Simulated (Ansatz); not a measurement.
# BeH (doublet): wave-function methods side by side, cc-pVDZ

How much of the correlation energy of BeH (doublet) does each wave-function method recover here?

Method: cc-pVDZ, core rule «outside noble gas», up to 1 orbitals frozen; program: Ansatz 0.2.0, Gaussian basis.

Plan: UHF; CCSD(T) on ROHF; CCSD(T) on UHF; BCCD(T) on ROHF; CISD; CCSDT on ROHF; CCSDT on UHF; Full CI.

21 further runs of the same task are left out: 9 for a known fault of the program, 3 that didn't finish, 9 set aside as unsound or not needed.

## (1) What is computed

The geometry is an MP2(full)/6-31G* stationary point (not a proven minimum).

2 atoms, charge 0, spin multiplicity 2.

Atoms are counted from 1 here; the program's logs count them from 0.

Bond lengths: Be1–H2 1.348 Å.

## (2) UHF

File in.yaml:

```yaml
crystal:
  periodic: [false, false, false]
  atoms:
    - {symbol: Be, position_ang: [0.000000, 0.000000, 0.000000]}
    - {symbol: H, position_ang: [0.000000, 0.000000, 1.348270]}
basis:
  gaussian: {orbitals: cc-pVDZ}
magnetization: {spin_polarized: true, initial_magnetization: 1}
hamiltonian: {xc: hf}
output: {orbitals: {seedname: orbitals}}
```

Started as:

```
ansatz run in.yaml --threads 1 --pin off --events-out ev --progress --plain --max-ram 2393MiB
```

Further steps of the session: CCSD(T) on ROHF; CCSD(T) on UHF; BCCD(T) on ROHF; CISD; CCSDT on ROHF; CCSDT on UHF; Full CI.

Q: Predict the results of all the runs planned. Wanted: FCI below the RHF energy; RMP2 from FCI; UMP2 from FCI; RCCSD from FCI; RCCSD(T) from FCI; UCCSD(T) from FCI; T1 diagnostic; effectively unpaired electrons.

The runs gave:

| quantity | value |
| --- | --- |
| FCI below the RHF energy | -1.0623 eV |
| RMP2 from FCI | +309.5 meV |
| UMP2 from FCI | +304.8 meV |
| RCCSD from FCI | +17.3 meV |
| RCCSD(T) from FCI | +6.0 meV |
| UCCSD(T) from FCI | +5.6 meV |
| levels within 1 kcal/mol (43 meV) | CISD, RCCSD, UCCSD, RCCSD(T), UCCSD(T), BCCD(T), RCCSDT, UCCSDT |
| T1 diagnostic | 0.021 |
| effectively unpaired electrons | 1.01 |

**Reading.** RCCSD(T) lands +6.0 meV from the yardstick (0.6 % of the correlation energy). One determinant dominates. These misses are within one basis, not against nature; the frozen cores of restricted and unrestricted runs differ, which can shift their rows.
